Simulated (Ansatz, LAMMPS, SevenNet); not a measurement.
**bcc W, lattice constant a**

Reference value: 3.16 Å (measured, static lattice: zero-point anharmonic expansion removed; as tabulated in Mejia-Rodriguez and Trickey (2018), arXiv:1807.09216).

```
level (code)              value (Å)
------------------------  ---------
MEAM WL.meam (LAMMPS)         3.164
SevenNet-l3i5 (SevenNet)      3.189
LDA (Ansatz)                      ?
PBE (Ansatz)                  3.184
PBE+SOC (Ansatz)              3.185
PBEsol (Ansatz)               3.154
revPBE (Ansatz)                   ?
PBE-D3(BJ) (Ansatz)           3.159
PBEsol-D3(BJ) (Ansatz)            ?
r²SCAN (Ansatz)                   ?
r²SCAN-D4 (Ansatz)            3.163
PBE0 (Ansatz)                 3.165
```

Problem. Fill in the missing entries.

Solution. 
- LDA (Ansatz, a first-principles code), value (Å): 3.135
- revPBE (Ansatz), value (Å): 3.193
- PBEsol-D3(BJ) (Ansatz), value (Å): 3.129
- r²SCAN (Ansatz), value (Å): 3.169

Errors against the reference: MEAM WL.meam +0.13 %, SevenNet-l3i5 +0.92 %, LDA -0.79 %, PBE +0.76 %, PBE+SOC +0.79 %, PBEsol -0.19 %, revPBE +1.04 %, PBE-D3(BJ) -0.03 %, PBEsol-D3(BJ) -0.98 %, r²SCAN +0.28 %, r²SCAN-D4 +0.09 %, PBE0 +0.16 %.

Leaving aside MEAM WL.meam, which can be fitted to such values or carry a doubt: Nearest, and too close to rank with a margin of 0.10 % (twice that across the reference) picked here for doubts on the reference and the settings: PBE-D3(BJ) (-0.03 %), r²SCAN-D4 (+0.09 %), PBE0 (+0.16 %). Farthest off: revPBE (+1.04 %). Within 2 %: SevenNet-l3i5, LDA, PBE, PBE+SOC, PBEsol, revPBE, PBE-D3(BJ), PBEsol-D3(BJ), r²SCAN, r²SCAN-D4, PBE0. The least costly first-principles kind among them: DFT without exact exchange (LDA, PBE, PBE+SOC, PBEsol, revPBE, PBE-D3(BJ), PBEsol-D3(BJ), r²SCAN, r²SCAN-D4).

Density-functional levels without +SOC have no spin–orbit coupling. Cutoffs and k meshes differ between the levels. Ansatz's density-functional and Hartree–Fock values are scalar-relativistic unless marked +SOC, with PAW data made under PBE.

Empirical potentials (MEAM WL.meam) are fitted to chosen data, which need not cover the solid at hand: agreement can be built in, and what lay outside the fit can be far off. Machine-learned potentials (SevenNet-l3i5) are trained on DFT data, which may include these solids.

Differences are worked out from the printed values.
